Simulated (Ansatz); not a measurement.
**diamond against fcc along the 5d metals**

Method: DFT, r2SCAN, plane waves (500 eV) with PAW, scalar-relativistic (Ansatz 0.2.0). (PAW data from PBE, frozen cores regenerated.)

Each structure is relaxed within its symmetry, in the lowest magnetic state of the tried starts. Differences under about 8 meV lie within the error of the k-point mesh.

```
element  E(diamond) − E(fcc) (meV/atom)  V(diamond) (Å³/atom)  V(fcc) (Å³/atom)   state of diamond       state of fcc
     Lu                            2174                 49.95             29.20  spin not included  spin not included
     Hf                            2898                 33.85             22.46  spin not included  spin not included
     Ta                            2888                 27.81             18.62  spin not included  spin not included
      W                            2282                 24.28             16.22  spin not included  spin not included
     Re                            1560                 22.14             14.75  spin not included  spin not included
     Os                            1131                 21.01             14.08  spin not included  spin not included
     Ir                            1014                 21.09             14.21       non-magnetic       non-magnetic
     Pt                            1104                 23.62             15.30      ferromagnetic  spin not included
     Au                             799                 27.99             17.52  spin not included  spin not included
```
